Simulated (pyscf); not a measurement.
Structures and frequencies: ωB97X-D3(BJ)/def2-SVP in PySCF.

Estimate the classical barrier height and the reaction energy of H₃C–InH–CH₃ + HF -> H₃C–In(CH₃)–F + H₂ at HF/def2-TZVP. The step runs on the singlet surface, breaks H–In, F–H and forms F–In, H–H; take the separated reactants as zero.

ΔE‡ = 56.3 kJ/mol, ΔE = -66.9 kJ/mol. ωB97M-D3(BJ)/def2-TZVP gives 3.0 kJ/mol and -74.8 kJ/mol. Zero-point energy shifts the barrier by +1.6 kJ/mol. It is a four-centre exchange, with an imaginary mode of 929i cm⁻¹. On the reactant side the descent ends in a complex, 31.5 kJ/mol under the separated species and 27.4 kJ/mol under the saddle at ωB97X-D3(BJ)/def2-TZVP. At the saddle there is also a short H–In contact that neither side keeps. This is the saddle that the search found; another between the same sides may lie lower. Elements past Kr carry the def2 core potentials, without spin-orbit coupling.
